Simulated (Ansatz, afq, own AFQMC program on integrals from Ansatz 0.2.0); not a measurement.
# GeH₄ + CH$_{3}$, doublet in cc-pVDZ along one coordinate

```xyz
9

Ge   -0.4888    0.0000    0.0000
H    -1.0003    1.4466    0.0000
H    -1.0003   -0.7233    1.2528
H    -1.0003   -0.7233   -1.2528
H     1.1462    0.0000    0.0000
C     2.4862    0.0000    0.0000
H     2.4862   -1.0800    0.0000
H     2.4862    0.5400    0.9353
H     2.4862    0.5400   -0.9353
```

A hydrogen atom is moved from one rigid fragment to the other; the Ge1–H5 distance tells how far. The two fragments are held close together, so this isn't a minimum-energy path and the start is a compressed complex. Energies in kJ/mol count from this geometry (1.635 Å) at the same level; the start stands on UHF, each point on the determinant named.

Basis cc-pVDZ. Noble-gas cores (and the filled d shells of Ga–Kr and In–Xe) are frozen. Integrals, coupled cluster, full CI and functionals: Ansatz 0.2.0; the random walks run on the same integrals in our own AFQMC program. The CISD trial takes its coefficients from CCSD amplitudes. Released means that phaseless walkers are propagated on without the constraint, phases kept. Error bars are statistical, one sigma. No spin–orbit coupling.

Cautions, each for one point or more: inner d shell frozen; no relativity below Rb; no spin-orbit coupling; the ph-AFQMC/CISD walk drifts between its halves.

```csv
r(Ge1–H5) / Å,det.,T1,weight,⟨S²⟩,CCSD(T),ph-AFQMC/CISD,released AFQMC,CCSDT(Q),r2SCAN,MP2
1.685,UHF,0.015,0.86,0.78,-3.4,-4.8 ± 0.4,-3.4 ± 0.7,-3.4,-3.3,-4.4
1.785,UHF,0.013,0.86,0.78,-8.7,-8.1 ± 0.5,-8.1 ± 0.5,-8.5,-6.6,-13.3
1.885,UHF,0.010,0.86,0.76,-3.4,-3.2 ± 0.4,-2.4 ± 0.6,-3.0,1.7,-11.0
```

Weight is that of the determinant in the CISD state; at the start T1 is 0.015 and the weight 0.86, and ⟨S²⟩ is 0.78. Largest departures from CCSDT(Q), at the points where its series has closed: CCSD(T) -0.4 kJ/mol at 1.885 (on UHF), ph-AFQMC/CISD -1.4 kJ/mol at 1.685 (on UHF), released AFQMC 0.6 kJ/mol at 1.885 (on UHF) (within the noise), r2SCAN 4.7 kJ/mol at 1.885, MP2 -8.1 kJ/mol at 1.885 (on UHF). Functionals count only at points shown to share the start's state and spin. In this small basis the wave-function levels are far from their limit, so their gap to the functionals isn't the functionals' error.

Some points may be missing: those where a free walk finds a much lower state, and past Zn most of those on another determinant than at the start.

A walk keeps the symmetry of its determinant, which the program's search chose and which needn't be the lowest solution, so a lower state of the same spin and another symmetry isn't excluded. Released energies are given only where the last usable release times agree within the noise; a slower fall can still hide under it.
